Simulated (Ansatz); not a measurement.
**SiH2 (singlet): inputs that go wrong at distance Si1–H2 = 1.673 Å**

3 inputs are run for SiH2 (singlet) as typed; the log has to tell whether the result can be used and what must change.

The runs use Ansatz 0.2.0, Gaussian basis; the settings change from run to run.

15 further runs of the same task are left out: 2 for a mislabelled method, 8 that didn't finish, 5 set aside as unsound or not needed.

## (1) The geometry

The geometry derives from a PBE0/def2-TZVP stationary point (not a proven minimum). One bond is set to the value named and the two fragments are kept rigid.

3 atoms, charge 0, spin multiplicity 1.

Atoms are counted from 1 here; the program's logs count them from 0.

Bond lengths: Si1–H2 1.673 Å, Si1–H3 1.526 Å. Angles: H2–Si1–H3 91.2°.

## (2) Input 1

The input, in.yaml:

```yaml
crystal:
  periodic: [false, false, false]
  atoms:
    - {symbol: Si, position_ang: [0.000000, -0.074932, 0.003528]}
    - {symbol: H, position_ang: [0.000000, 1.095541, -1.191848]}
    - {symbol: H, position_ang: [0.000000, 0.992372, 1.093540]}
basis:
  gaussian: {orbitals: def2-mTZVP}
magnetization: {spin_polarized: true, initial_magnetization: 4}
correlation: {method: bccd, electrons: valence}
```

Launch:

```
$ ansatz run in.yaml --threads 1 --pin off --events-out ev --progress --plain --max-ram 2393MiB
```

Log, cut to the lines that bear on the results:

```text
Functional definition: HF
  name "HF"
  cite "Fock, Z. Phys. 61, 126 (1930) doi:10.1007/BF01340294"
  parent pbe
[...]
255 factors; integrals over basis functions are off by at most 7.7e-4 eV
[...]
mean field -7885.31873347 eV, -289.7801185942 hartree, gradient 6.9e-6 eV, S^2 6.019100; 3 other end points of the search recorded, 0 dependent functions left out
determinant -7885.31873347 eV, -289.7801185942 hartree, with singles and doubles -7886.92309545 eV, -289.8390778093 hartree
determinant -7883.51957629 eV, -289.7140007873 hartree, with singles and doubles -7885.41925309 eV, -289.7838126219 hartree
5 core orbitals not correlated: weight in the atoms' cores, before any rotation towards them, 1.000 or more for the frozen orbitals, at most 0.000 for the correlated occupied ones
reference -7885.31873347 eV, -289.7801185942 hartree; 5, 1 occupied and 18, 22 virtual orbitals, 255 factors
second order -1.15079623 eV of doubles, -0.00000000 eV of singles
cycle   1  -1.61244126 eV  change   -9.2e-2 eV  update   1.6e-2
[...]
cycle  11  -1.62612457 eV  change   -4.2e-6 eV  update   5.3e-6
Total energy: -7886.94485804 eV, -289.8398775699 hartree
```

Run time: 0.54 s. Hardware: 1 thread of Arm Neoverse V1, shared host.

What is wrong: The run converged, which proves nothing about the input. Far too many unpaired electrons are asked for. Its energy belongs to the state of multiplicity 5, not to the singlet that was meant. Fix: set initial_magnetization to that of the wanted state.

## (3) Input 2

The input, in.yaml:

```yaml
crystal:
  periodic: [false, false, false]
  atoms:
    - {symbol: Si, position_ang: [0.000000, -0.074932, 0.003528]}
    - {symbol: H, position_ang: [0.000000, 1.095541, -1.191848]}
    - {symbol: H, position_ang: [0.000000, 0.992372, 1.093540]}
basis:
  gaussian: {orbitals: cc-pVDZ}
magnetization: {spin_polarized: false, initial_magnetization: 1}
correlation: {method: fic_nevpt4_sd, electrons: outside_noble_gas, active_space: {window: {electrons: 4, orbitals: 3}}}
```

Launched as before.

Log:

```text
Error: a molecule whose nuclei and cores have a total charge of 16 cannot have a net charge of 0 together with 1 unpaired electrons
```

Wall time 0.03 s (1 thread of Arm Neoverse V1, shared host).

What is wrong: The run was refused. The number of unpaired electrons doesn't fit the electron count. To mend it, make charge and initial_magnetization agree.

## (4) Input 3

The input, in.yaml:

```yaml
crystal:
  periodic: [false, false, false]
  atoms:
    - {symbol: Si, position_ang: [0.000000, -0.074932, 0.003528]}
    - {symbol: H, position_ang: [0.000000, 1.095541, -1.191848]}
    - {symbol: H, position_ang: [0.000000, 0.992372, 1.093540]}
basis:
  gaussian: {orbitals: cc-pVDZ, fitting: {mean_field: def2-universal-jkfit}}
magnetization: {spin_polarized: false}
hamiltonian: {pseudopotentials: {relativity: scalar}}
correlation: {method: fic_mrcisd_q, electrons: all}
accuracy: high
output: {forces: true}
```

Launched as before.

Log:

```text
Error: this correlation method needs an active space: name one as the reference
```

Run time: 0.03 s. Hardware: 1 thread of Arm Neoverse V1, shared host.

What is wrong: The run was refused. This method needs an active space and has none. Cure: add an active_space block.

## (5) How the runs ended

```csv
input,level,ended,cause,time
1,BCCD on UHF/def2-mTZVP,converged,far too many unpaired electrons are asked for,0.54 s
2,"NEVPT4(SD)(4,3)/cc-pVDZ",refused,the number of unpaired electrons doesn't fit the electron count,0.03 s
3,'fic_mrcisd_q'/cc-pVDZ,refused,this method needs an active space and has none,0.03 s
```

1 converged, 2 refused. The input that converges on a wrong geometry or spin is the dangerous one: no error points at it, so geometry and ⟨S²⟩ have to be checked.
